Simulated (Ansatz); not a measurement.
A run of Ansatz (development build ahead of 0.2.0) on singlet C₂H₆O at this shape:

```xyz
9

O     0.0000    0.0000   -0.6241
C     0.0000    1.2539    0.2031
C     0.0000   -1.2539    0.2031
H     0.0000    2.1831   -0.5359
H    -0.9668    1.3315    0.9068
H     0.9668    1.3315    0.9068
H     0.0000   -2.1831   -0.5359
H     0.9668   -1.3315    0.9068
H    -0.9668   -1.3315    0.9068
```

Its results:

* Converged: yes
* Reference energy: -154.07302 hartree
* Correlation energy: -0.59325 hartree
* Total energy: -154.66627 hartree
* Spin squared of the determinant: 0.000

Question: Which input gives this output? Name the method, the orbitals and the basis set, and write the input.

Answer: RHF-MP2 in def2-TZVP. An unrestricted run that stays on the closed shell gives the same numbers.

```yaml
crystal:
  periodic: [false, false, false]
  atoms:
    - { symbol: O, position_ang: [0.0, 0.0, -0.6241] }
    - { symbol: C, position_ang: [0.0, 1.25388, 0.20314] }
    - { symbol: C, position_ang: [0.0, -1.25388, 0.20314] }
    - { symbol: H, position_ang: [0.0, 2.1831, -0.53594] }
    - { symbol: H, position_ang: [-0.96684, 1.3315, 0.90676] }
    - { symbol: H, position_ang: [0.96684, 1.3315, 0.90676] }
    - { symbol: H, position_ang: [0.0, -2.1831, -0.53594] }
    - { symbol: H, position_ang: [0.96684, -1.3315, 0.90676] }
    - { symbol: H, position_ang: [-0.96684, -1.3315, 0.90676] }
basis:
  gaussian: { orbitals: def2-TZVP }
hamiltonian:
  xc: hf
correlation:
  method: mp2
  frozen_orbitals: { C: 1, H: 0, O: 1 }
```

Caution: no unrestricted run beside it, a lower state can exist.
